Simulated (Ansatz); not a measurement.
Species: C2H6S (charge 0, singlet). 
Coordinates optimised at B3LYP-D3(BJ)/def2-TZVP (Ansatz, a program for electronic structure):
SMILES: CSC
```xyz
9

C      0.0016     1.3789    -0.5167
S      0.0002     0.0021     0.6601
C     -0.0019    -1.3822    -0.5079
H      0.0029     2.2993     0.0655
H      0.8930     1.3571    -1.1446
H     -0.8903     1.3593    -1.1440
H     -0.0029    -2.2988     0.0802
H     -0.8938    -1.3644    -1.1353
H      0.8895    -1.3666    -1.1359
```
Charge 0, spin multiplicity 1.

Basis-set convergence of Hartree-Fock and CCSD(T) correlation energies (hartree) with Ansatz. Cores are frozen in the correlated levels unless marked. No spin-orbit coupling. Non-relativistic.

| basis | functions | E(HF) | E(corr, CCSD(T)) |
|---|---|---|---|
| aug-cc-pV(D+d)Z | 132 | -476.76906 | -0.51764 |
| aug-cc-pV(T+d)Z | 285 | (withheld) | (withheld) |

Complete the blanks.


- aug-cc-pV(T+d)Z, E(HF): -476.80569
- aug-cc-pV(T+d)Z, E(corr, CCSD(T)): -0.61580
